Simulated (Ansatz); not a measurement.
Tetradymite Bi2Se3

All values below come from rVV10 (Ansatz, a program for electronic structure, PAW).

Run with plane-wave cutoff 500 eV, 12×12×12 k mesh, Fermi–Dirac smearing 0.05 eV, scalar-relativistic PAW data made under PBE.

Cell (relaxed at this level):

```
CELL_PARAMETERS angstrom
      9.74095    -2.11592    -0.01172
      9.74095     2.11592    -0.01172
      9.28570     0.00000     3.62477
ATOMIC_POSITIONS crystal
  Bi 0.40097 0.40097 0.40097
  Bi 0.59903 0.59903 0.59903
  Se 0.00000 0.00000 0.00000
  Se 0.21111 0.21111 0.21111
  Se 0.78889 0.78889 0.78889
```

```yaml
band_gap: 0.12 eV (under three smearing widths, so not firm)
```

Measured, for comparison: band gap 0.3 eV (temperature not stated, not corrected to a static lattice; as tabulated in Park and Ryu (2016), arXiv:1610.06451).

Spin–orbit coupling is not included; with these elements it can move the gap by several tenths of an eV or more.

Computed values are for the static lattice.

It cost around 9 core-minutes (rough) of CPU time.
